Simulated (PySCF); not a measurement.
# NaH: frontier orbitals

PBE0 at R = 1.891 Å; Na def2-TZVP, H def2-TZVP; no relativity (PySCF 2.14). State: ¹Σ⁺ (singlet), closed shell. Only the outer orbitals are listed, counted within each symmetry.

| orbital | occ. | ε (eV) | on Na (%) | main shells (%) |
| --- | --- | --- | --- | --- |
| 1π | 2 | -31.91 | 100 | 100 Na p |
| 1π | 2 | -31.91 | 100 | 100 Na p |
| 3σ | 2 | -31.84 | 100 | 100 Na p |
| 4σ | 2 | -5.13 | 36 | 64 H s, 28 Na s |
| 5σ | 0 | -1.30 | 93 | 56 Na s, 37 Na p |
| 2π | 0 | 0.15 | 100 | 100 Na p |
| 2π | 0 | 0.15 | 100 | 100 Na p |

Problem. Which are the highest filled and the lowest empty level, where do they sit, and how wide is the gap?

Solution. Highest filled 4σ at -5.13 eV (in %: 64 H s, 28 Na s); lowest empty 5σ at -1.30 eV (in %: 56 Na s, 37 Na p); the gap at PBE0 is 3.83 eV.

| Property | Result |
| --- | --- |
| bond order (Mayer) | 0.92 |
| ⟨S²⟩ | 0.000 |
| charge on Na (Mulliken, basis-dependent) | 0.27 |
| charge on Na (Löwdin, basis-dependent) | 0.22 |
| dipole moment (positive dipole means Na(−)H(+)) | -6.21 D |
| polarisability along the bond | 50.1 bohr³ |
| polarisability across the bond | 36.6 bohr³ |
